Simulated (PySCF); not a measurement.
**P4 (SMILES P12P3P1P23): SVWN5/def2-SVPD**

Aim: the vertical singlet–triplet gap of P4 at SVWN5/def2-SVPD, from 2 runs. 

The calculation is run with PySCF 2.14.0.

1 further run of the same task is left out (set aside as unsound or not needed).

### Step 1. The system as given

P4: 4 atoms, total charge 0, spin state singlet. SMILES: `P12P3P1P23`. The coordinates come from a PBE0-D4/def2-TZVP relaxation.

Bond lengths: P1–P2 2.184 Å, P1–P3 2.184 Å, P2–P3 2.184 Å, P1–P4 2.184 Å, P2–P4 2.184 Å, P3–P4 2.184 Å. Some angles: P1–P2–P3 60.0°, P1–P2–P4 60.0°, P3–P2–P4 60.0°, P2–P1–P3 60.0°, P2–P1–P4 60.0°, P3–P1–P4 60.0°, P1–P3–P2 60.0°, P1–P3–P4 60.0°, P2–P3–P4 60.0°, P1–P4–P2 60.0°.

### Step 2. A single-point energy at SVWN5/def2-SVPD

File start.xyz:

```xyz
4

P     -0.724800    -0.100000     1.119400
P      1.294900     0.109800     0.315700
P     -0.185000    -1.091700    -0.749800
P     -0.385100     1.081900    -0.685200
```

File run.py:

```python
# p12p3p1p23
from pyscf import gto, dft

mol = gto.M(
    atom='start.xyz',
    basis='def2-svpd',
    max_memory=1860,
    verbose=4,
)

ks = dft.RKS(mol, xc='svwn')
ks.grids.level = 5
ks.conv_tol = 1e-10
ks.kernel()
if not ks.converged:
    ks = ks.newton().run(ks.mo_coeff, ks.mo_occ)

etot = ks.e_tot
print(f'total energy: {etot:.8f} hartree')
```

Run with:

```console
OMP_NUM_THREADS=1 python run.py
```

Log:

```text
PySCF version 2.14.0

[INPUT] num. atoms = 4
[INPUT] num. electrons = 60
[INPUT] charge = 0
[INPUT] spin (= nelec alpha-beta = 2S) = 0
[INPUT] symmetry False subgroup None
[INPUT] Mole.unit = angstrom
[INPUT] Symbol           X                Y                Z      unit          X                Y                Z       unit  Magmom
[INPUT]  1 P     -0.724800000000  -0.100000000000   1.119400000000 AA   -1.369673495085  -0.188972612457   2.115359423838 Bohr   0.0
[INPUT]  2 P      1.294900000000   0.109800000000   0.315700000000 AA    2.447006358699   0.207491928477   0.596586537525 Bohr   0.0
[INPUT]  3 P     -0.185000000000  -1.091700000000  -0.749800000000 AA   -0.349599333045  -2.063014010188  -1.416916648199 Bohr   0.0
[INPUT]  4 P     -0.385100000000   1.081900000000  -0.685200000000 AA   -0.727733530570   2.044494694167  -1.294840340552 Bohr   0.0

nuclear repulsion = 327.132424349916
number of shells = 40
number of NR pGTOs = 168
number of NR cGTOs = 96
basis = def2-svpd
ecp = {}

******** <class 'pyscf.dft.rks.RKS'> ********
method = RKS
initial guess = minao
damping factor = 0
level_shift factor = 0
DIIS = <class 'pyscf.scf.diis.CDIIS'>
diis_start_cycle = 1
diis_space = 8
diis_damp = 0
SCF conv_tol = 1e-10
SCF conv_tol_grad = None
SCF max_cycles = 50
direct_scf = True
direct_scf_tol = 1e-13
XC library pyscf.dft.libxc version 7.0.0
    S. Lehtola, C. Steigemann, M. J.T. Oliveira, and M. A.L. Marques.,  SoftwareX 7, 1–5 (2018)
XC functionals = svwn
    P. A. M. Dirac.,  Math. Proc. Cambridge Philos. Soc. 26, 376 (1930)
    F. Bloch.,  Z. Phys. 57, 545 (1929)
    S. H. Vosko, L. Wilk, and M. Nusair.,  Can. J. Phys. 58, 1200 (1980)
radial grids:
    Treutler-Ahlrichs [JCP 102, 346 (1995); DOI:10.1063/1.469408] (M4) radial grids

becke partition: Becke, JCP 88, 2547 (1988); DOI:10.1063/1.454033
pruning grids: <function nwchem_prune>
grids dens level: 5
symmetrized grids: False
atomic radii adjust function: <function treutler_atomic_radii_adjust>
small_rho_cutoff = 0
Set gradient conv threshold to 1e-05
Initial guess from minao.
tot grids = 174352
init E= -1360.67276787302
  HOMO = -0.283951387269191  LUMO = -0.0853409993576945  gap/eV = 5.40446
cycle= 1 E= -1360.05497609531  delta_E= 0.618  |g|= 0.192  |ddm|= 3.18
  HOMO = -0.224051659319004  LUMO = -0.0445645962567493  gap/eV = 4.88409
cycle= 2 E= -1360.04312939852  delta_E= 0.0118  |g|= 0.252  |ddm|= 0.793
  HOMO = -0.251867589998611  LUMO = -0.0618386783502239  gap/eV = 5.17095
cycle= 3 E= -1360.06541310528  delta_E= -0.0223  |g|= 0.0291  |ddm|= 0.392
  HOMO = -0.249483357237967  LUMO = -0.0602316962023946  gap/eV = 5.14980
cycle= 4 E= -1360.0656516646  delta_E= -0.000239  |g|= 0.00127  |ddm|= 0.0459
  HOMO = -0.249772411176699  LUMO = -0.0605238078030502  gap/eV = 5.14972
cycle= 5 E= -1360.06565221737  delta_E= -5.53e-07  |g|= 0.000279  |ddm|= 0.00493
  HOMO = -0.249763545678693  LUMO = -0.0605259220377807  gap/eV = 5.14942
cycle= 6 E= -1360.06565216144  delta_E= 5.59e-08  |g|= 0.000474  |ddm|= 0.001
  HOMO = -0.249760297373749  LUMO = -0.0605129918355652  gap/eV = 5.14968
cycle= 7 E= -1360.06565224712  delta_E= -8.57e-08  |g|= 2.64e-06  |ddm|= 0.000626
  HOMO = -0.24976003748837  LUMO = -0.060512920355548  gap/eV = 5.14968
cycle= 8 E= -1360.06565224712  delta_E= -7.73e-12  |g|= 4.29e-07  |ddm|= 1.15e-05
  HOMO = -0.249760261637736  LUMO = -0.0605131125728314  gap/eV = 5.14968
Extra cycle  E= -1360.06565224713  delta_E= -2.5e-12  |g|= 5.66e-07  |ddm|= 2.11e-06
converged SCF energy = -1360.06565224713
total energy: -1360.06565225 hartree
```

It took 8.1 s on 1 thread of Arm Neoverse V1, shared host; peak memory 0.32 GiB.

### Step 3. The triplet at the same level

File geometry.xyz:

```xyz
4

P     -0.724800    -0.100000     1.119400
P      1.294900     0.109800     0.315700
P     -0.185000    -1.091700    -0.749800
P     -0.385100     1.081900    -0.685200
```

File input.py:

```python
from pyscf import gto, dft

mol = gto.M(
    atom='geometry.xyz',
    spin=2,
    basis='def2-svpd',
    max_memory=1860,
    charge=0,
    verbose=3,
)

calc0 = dft.UKS(mol, xc='svwn')
calc0.grids.level = 5
calc0.conv_tol = 1e-10
calc0.kernel()
if not calc0.converged:
    calc0 = calc0.newton().run(calc0.mo_coeff, calc0.mo_occ)

e_tot = calc0.e_tot
print(f'total energy: {e_tot:.8f} hartree')
```

Run with:

```console
OMP_NUM_THREADS=1 python input.py
```

Log:

```text
WARN: HOMO -0.085340999357694 >= LUMO -0.283951387269191

WARN: HOMO -0.082353109750182 >= LUMO -0.228468008389134

WARN: HOMO -0.071880902444454 >= LUMO -0.241492045405588

WARN: HOMO -0.0768971393552511 >= LUMO -0.244990145367103

WARN: HOMO -0.0773789239796114 >= LUMO -0.247329558995781

WARN: HOMO -0.0772383417529219 >= LUMO -0.249203346351219

WARN: HOMO -0.0776870362577256 >= LUMO -0.249534212673504

WARN: HOMO -0.0777184143600098 >= LUMO -0.248322745087752

WARN: HOMO -0.0782260844919036 >= LUMO -0.247889362194001

WARN: HOMO -0.0790380313217514 >= LUMO -0.247475430723684

WARN: HOMO -0.0792974600152141 >= LUMO -0.247342237938634

WARN: HOMO -0.0793240607133587 >= LUMO -0.247358580899986

WARN: HOMO -0.079302335821513 >= LUMO -0.247386410564701

WARN: HOMO -0.0792879243399849 >= LUMO -0.247328350493868

WARN: HOMO -0.0793259182589985 >= LUMO -0.247351205100277

WARN: HOMO -0.0793434991570294 >= LUMO -0.24737451274024

WARN: HOMO -0.0793127321199685 >= LUMO -0.247346483975906

WARN: HOMO -0.0793200529453628 >= LUMO -0.24735387431064

WARN: HOMO -0.0793200443621318 >= LUMO -0.247353876558891

WARN: HOMO -0.0793171868455247 >= LUMO -0.247350219723686

WARN: HOMO -0.0793187389399161 >= LUMO -0.247353158353379

WARN: HOMO -0.0793186247110456 >= LUMO -0.247353348360305

WARN: HOMO -0.0793185440992454 >= LUMO -0.247353195673389

WARN: HOMO -0.079318657817929 >= LUMO -0.247353400277162

WARN: HOMO -0.0793186479403911 >= LUMO -0.247353468630243

WARN: HOMO -0.0793186014782126 >= LUMO -0.247353390548841

WARN: HOMO -0.0793185794941265 >= LUMO -0.247353295624721

converged SCF energy = -1359.88693150283  <S^2> = 2.0037206  2S+1 = 3.0024793
total energy: -1359.88693150 hartree
```

It took 34 s on 1 thread of Arm Neoverse V1, shared host; peak memory 0.34 GiB.

### Step 4. Summary of results

Level: SVWN5/def2-SVPD.

```
                                        quantity           value
                           singlet: total energy  -1360.06565 Eh
                          singlet: dipole moment          0.00 D
                            singlet: HOMO energy        -6.80 eV
                            singlet: LUMO energy        -1.65 eV
                          singlet: HOMO–LUMO gap         5.15 eV
                           triplet: total energy  -1359.88693 Eh
                          triplet: dipole moment          0.00 D
     triplet: HOMO energy (highest over α and β)        -2.16 eV
                                   triplet: ⟨S²⟩           2.004
vertical energy of the triplet above the singlet        4.863 eV
```

**Reading.** At this shape the triplet lies 4.86 eV (112 kcal/mol) above the singlet.
